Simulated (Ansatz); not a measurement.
## C2H2Mg: where a starting geometry ends

The starting geometry of this gas-phase singlet was optimised with GFN2-xTB.

```yaml
atoms:
  - { symbol: C, position_ang: [0.5340, -0.3650, 0.2224] }
  - { symbol: C, position_ang: [1.4036, -0.6119, -0.6367] }
  - { symbol: Mg, position_ang: [-1.1474, 1.1208, -0.0089] }
  - { symbol: H, position_ang: [1.7073, -0.3314, -1.6236] }
  - { symbol: H, position_ang: [0.3950, -0.7796, 1.2124] }
```

Task: Predict what it relaxes into with PBE0-D4/def2-TZVP.

Result: It falls apart into C2H2 + Mg. Contacts that open: C1–Mg3 (2.26 → 3.91 Å).

The energy falls by 0.69 eV over 22 steps:

```
step  E − E(last) (eV)
   1             0.692
   3             0.361
   6             0.017
   8             0.001
  10             0.001
  13             0.000
  15             0.000
  17             0.000
  20             0.000
  22             0.000
```

Final geometry (Å):

```xyz
5

C     0.9934   -0.8367    0.4123
C     1.3596   -0.5466   -0.6902
Mg   -1.8131    1.7991   -0.2787
H     1.6828   -0.2874   -1.6711
H     0.6697   -1.0955    1.3932
```

No frequencies were run, so the end isn't proven a minimum. Run with Ansatz 0.2.0, 23 s on 2 threads of Intel(R) Xeon(R) Processor @ 2.70GHz (shared host).
